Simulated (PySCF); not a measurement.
# FH: the cost of one run

The runs use PySCF 2.14.0; levels as typed in each script, gas phase, geometry from GFN2-xTB.

### 1 The system as given

SMILES `F`, 2 atoms, charge 0, spin multiplicity 1.

Bond lengths: F1–H2 0.932 Å.

Geometry (Å):

```xyz
2
charge 0, multiplicity 1
F     0.09324    0.00000    0.00000
H    -0.83919    0.00000    0.00000
```

### 2 Density, bond paths and surface potential (PBE/def2-tzvp)

Input file input.py:

```python
import numpy as np
from pyscf import gto, scf, dft
from pyscf.scf import atom_ks, atom_hf
from scipy.linalg import block_diag

def solve(mol, dm0=None, hcore=None):
    mf = (dft.UKS if mol.spin else dft.RKS)(mol, xc='pbe')
    mf.grids.level = 3
    mf = mf.density_fit(auxbasis='def2-universal-jkfit')
    mf.conv_tol, mf.max_cycle = 1e-8, 80
    if hcore is not None:
        mf.get_hcore = lambda *args: hcore
    mf.kernel(dm0)
    if not mf.converged:
        mf = mf.newton().run(mf.mo_coeff, mf.mo_occ, max_cycle=30)
    assert mf.converged, 'SCF not converged'
    return mf

mol = gto.M(atom='''
F      0.09324     0.00000     0.00000
H     -0.83919     0.00000     0.00000
''', basis='def2-tzvp', charge=0, spin=0, verbose=4)
mf = solve(mol)
mf.analyze()
# spherically averaged free atoms, for the promolecule
atm = atom_ks.get_atm_nrks(mol, xc='pbe')
pro = block_diag(*[(atm[a[0]][2] * atm[a[0]][3]) @ atm[a[0]][2].T for a in mol._atom])
np.savez('result.npz', e=mf.e_tot, c=mf.mo_coeff, occ=mf.mo_occ, eps=mf.mo_energy, pro=pro, dip=mf.dip_moment(verbose=0), s2=mf.spin_square()[0])
```

Launch:

```
> OMP_NUM_THREADS=1 python input.py
```

**Question.** How long does this run take on 1 thread of Intel Xeon 6975P-C (Granite Rapids), shared host, and how much memory does it need?

About 1.6 s, with a peak of 0.17 GiB.
